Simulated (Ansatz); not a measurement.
Basis-set extrapolation for `BCl` (PBE0-D4/def2-TZVP geometry, frozen core, Ansatz). Multiplicity 1, RHF reference.

```tsv
	cc-pV(T+d)Z	cc-pV(Q+d)Z
HF	-485.398496	-485.403828
MP2 correlation	-0.294465	-0.320379
CCSD(T) correlation	-0.337335	-0.362333
```

Energies in hartree. Use E(X) = E(∞) + A·exp(−5.46·√X) for Hartree–Fock and E(X) = E(∞) + B·X^(−3.05) for correlation, with X = 3 and 4.

Question: What is the CCSD(T) energy at the basis-set limit?

Answer: HF limit: -485.403828 + (-0.005332) × 0.30130 = -485.40543. Correlation limit: -0.362333 + (-0.024998) × 0.71189 = -0.38013. Total: -485.78556 hartree, 1.35 eV below CCSD(T)/cc-pV(T+d)Z.
